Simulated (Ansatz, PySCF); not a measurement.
System: C$_{3}$H$_{6}$Cl, charge 0, multiplicity 2. It need not be the lowest isomer of its formula. SMILES: [CH2]CCCl
Structure (B3LYP-D3(BJ)/def2-TZVP (Ansatz, a first-principles code) minimum search):
```
C
H 1 1.0924
H 1 1.0924 2 107.47
C 1 1.4860 2 110.95 3 -121.46
H 4 1.0813 1 120.92 2 153.16
H 4 1.0813 5 117.81 1 -173.29
C 1 1.5321 2 108.21 3 116.64
H 7 1.0871 1 111.53 2 60.66
H 7 1.0871 8 109.30 1 -123.78
Cl 7 1.8103 8 106.44 9 -114.59
```
Charge 0, spin multiplicity 2.

Property: atomisation energy (electronic, to ground-state atoms), in kJ/mol. Valence correlation only, unless marked. UHF or UKS for open shells. No spin-orbit coupling. Non-relativistic. The coupled-cluster limit lacks core correlation, which all-electron functionals hold. CBS marks a two-point X^-3 extrapolation of the correlation energy; Hartree-Fock from the larger set. The bracket is a focal-point correction in the basis named.

| level | program | atomisation energy (kJ/mol) | minus last row |
|---|---|---|---|
| RI-HF/aug-cc-pV(T+d)Z | Ansatz | 2773.5 | -898.3 |
| PBE-D4/def2-TZVPD | Ansatz + dftd4 | 3753.8 | 82.0 |
| PBE0-D4/def2-TZVPD | Ansatz + dftd4 | 3709.0 | 37.2 |
| BHLYP-D3(BJ)/def2-TZVPD | Ansatz + dftd3 | 3593.3 | -78.5 |
| TPSSh-D3(BJ)/def2-TZVPD | PySCF + dftd3 | 3711.1 | 39.3 |
| r2SCAN0/def2-TZVPD | Ansatz | 3656.6 | -15.2 |
| CAM-B3LYP-D4/def2-TZVPD | Ansatz + dftd4 | 3682.5 | 10.7 |
| CAM-B3LYP/def2-TZVPD | Ansatz | 3668.6 | -3.2 |
| MP2/STO-3G | Ansatz | 3732.0 | 60.2 |
| RI-MP2/aug-cc-pV(T+d)Z | Ansatz | 3639.5 | -32.3 |
| RI-MP2/cc-pV(Q+d)Z | Ansatz | 3671.7 | -0.1 |
| SCS-MP2/6-31G | Ansatz | 3151.7 | -520.1 |
| CCSD/6-31G* | Ansatz | 3328.5 | -343.3 |
| CCSD/cc-pV(D+d)Z | Ansatz | 3376.7 | -295.1 |
| RI-MP2/CBS(cc-pV(T+d)Z,cc-pV(Q+d)Z)+[CCSD(T)-MP2]/cc-pV(D+d)Z | Ansatz | 3671.8 | 0.0 |
